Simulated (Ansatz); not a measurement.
# CHPSi (singlet): from Hartree-Fock to the top rungs at a displaced geometry (v2), cc-pVDZ

How much of the correlation energy of CHPSi (singlet) does each wave-function method recover here?

Computed with Ansatz 0.2.0, Gaussian basis. Level: cc-pVDZ, core rule «outside noble gas», up to 11 orbitals frozen.

Plan: UHF; CCSD(T) on RHF; BCCD(T) on RHF; CISD; CCSDT(Q) on RHF; CASSCF and MRCISD+Q, 8 electrons in 8 orbitals; CASSCF and NEVPT2, 8 electrons in 8 orbitals.

22 further runs of the same task are left out: 12 that didn't finish, 10 set aside as unsound or not needed.

### 1 The system

The geometry is a PBE0/def2-TZVP stationary point (not a proven minimum) with its atoms shifted at random (size 0.100 Å).

4 atoms, charge 0, spin multiplicity 1.

Atoms are counted from 1 here; the program's logs count them from 0.

Bond lengths: P1–C2 1.695 Å, P1–Si3 2.220 Å, C2–Si3 1.843 Å, C2–H4 1.013 Å. Angles: C2–P1–Si3 54.2°, P1–C2–Si3 77.6°, P1–C2–H4 130.5°, Si3–C2–H4 147.7°, P1–Si3–C2 48.2°.

### 2 UHF

The input, in.yaml:

```yaml
crystal:
  periodic: [false, false, false]
  atoms:
    - {symbol: P, position_ang: [0.061934, -0.291645, 1.031237]}
    - {symbol: C, position_ang: [-0.102940, 1.106135, 0.086139]}
    - {symbol: Si, position_ang: [-0.026319, -0.226012, -1.185543]}
    - {symbol: H, position_ang: [0.056789, 2.079049, 0.318164]}
basis:
  gaussian: {orbitals: cc-pVDZ}
magnetization: {spin_polarized: true, initial_magnetization: 0}
hamiltonian: {xc: hf}
output: {orbitals: {seedname: orbitals}}
```

Launch:

```
$ ansatz run in.yaml --threads 1 --pin off --events-out ev --progress --plain --max-ram 2393MiB
```

Further steps of the session: CCSD(T) on RHF; BCCD(T) on RHF; CISD; CCSDT(Q) on RHF; CASSCF and MRCISD+Q, 8 electrons in 8 orbitals; CASSCF and NEVPT2, 8 electrons in 8 orbitals.

Before running them: what should the planned runs give, taken together? Wanted: RCCSDT(Q) below the RHF energy; RMP2 from RCCSDT(Q); RCCSD from RCCSDT(Q); RCCSD(T) from RCCSDT(Q); T1 diagnostic.

As calculated:

| quantity | value |
| --- | --- |
| RCCSDT(Q) below the RHF energy | -9.9736 eV |
| RMP2 from RCCSDT(Q) | +1288.6 meV |
| RCCSD from RCCSDT(Q) | +551.0 meV |
| RCCSD(T) from RCCSDT(Q) | +66.8 meV |
| levels within 1 kcal/mol (43 meV) | none |
| T1 diagnostic | 0.017 |

What this shows: RCCSD(T) misses by +66.8 meV, 0.7 % of the correlation energy. These misses are within one basis, not against nature.
